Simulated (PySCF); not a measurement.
First hyperpolarisability: `CSCC(=O)[S-]`, [C3H5OS2]-, charge -1

Molfile (atoms numbered from 1):
```
C3H5OS2
     RDKit          3D

 11 10  0  0  0  0  0  0  0  0999 V2000
    1.9132   -0.0091    0.1451 C   0  0  0  0  0  0  0  0  0  0  0  0
    0.7824    1.3215   -0.3172 S   0  0  0  0  0  0  0  0  0  0  0  0
   -0.7431    0.7361    0.4836 C   0  0  0  0  0  0  0  0  0  0  0  0
   -1.3363   -0.6136   -0.0005 C   0  0  0  0  0  0  0  0  0  0  0  0
   -0.6618   -1.3351   -0.7297 O   0  0  0  0  0  0  0  0  0  0  0  0
   -2.9004   -0.9019    0.6434 S   0  0  0  0  0  0  0  0  0  0  0  0
    2.8716    0.1728   -0.3643 H   0  0  0  0  0  0  0  0  0  0  0  0
    1.4734   -0.9582   -0.1927 H   0  0  0  0  0  0  0  0  0  0  0  0
    2.0882   -0.0328    1.2339 H   0  0  0  0  0  0  0  0  0  0  0  0
   -0.5910    0.6751    1.5744 H   0  0  0  0  0  0  0  0  0  0  0  0
   -1.4909    1.5251    0.3211 H   0  0  0  0  0  0  0  0  0  0  0  0
  1  2  1  0
  2  3  1  0
  3  4  1  0
  4  5  2  0
  4  6  1  0
  1  7  1  0
  1  8  1  0
  1  9  1  0
  3 10  1  0
  3 11  1  0
M  CHG  1   6  -1
M  END
```

The calculation used quadratic response PBE0/def2-SVPD first hyperpolarisability, Taylor convention, gas phase (PySCF 2.14.0). Geometry: PBE0-D3(BJ)/def2-SVP.

For a gas-phase anion, states above the detachment energy (about 1.3 eV, taken as minus the energy of the highest occupied orbital) lie in the continuum and depend on the basis.

Question: What is the first hyperpolarisability, and how does it disperse?

Answer: In 10⁻³⁰ esu, Taylor convention; the vector part is βᵢ = ⅓ Σⱼ (βᵢⱼⱼ + βⱼᵢⱼ + βⱼⱼᵢ):
| process | λ (nm) | β vector norm | β HRS | depolarisation ratio |
| --- | --- | --- | --- | --- |
| static β(0;0,0) | ∞ | 4.21 | 2.01 | 3.46 |
| second harmonic β(−2ω;ω,ω) | 1907 | 4.73 | 2.25 | 3.49 |
| Pockels β(−ω;ω,0) | 1907 | 4.37 | – | – |
| second harmonic β(−2ω;ω,ω) | 1340 | 5.40 | 2.56 | 3.52 |
| Pockels β(−ω;ω,0) | 1340 | 4.55 | – | – |

Question: Which lowest excitations and polarisabilities go with it?

Answer: S1 3.85 eV (f = 0.002); S2 4.32 eV (f = 0.023); S3 4.41 eV (f = 0.009); isotropic α 102.3 au static, 102.8 au at 1907 nm, 103.3 au at 1340 nm, 104.4 au at 953.5 nm, 106.9 au at 670 nm.
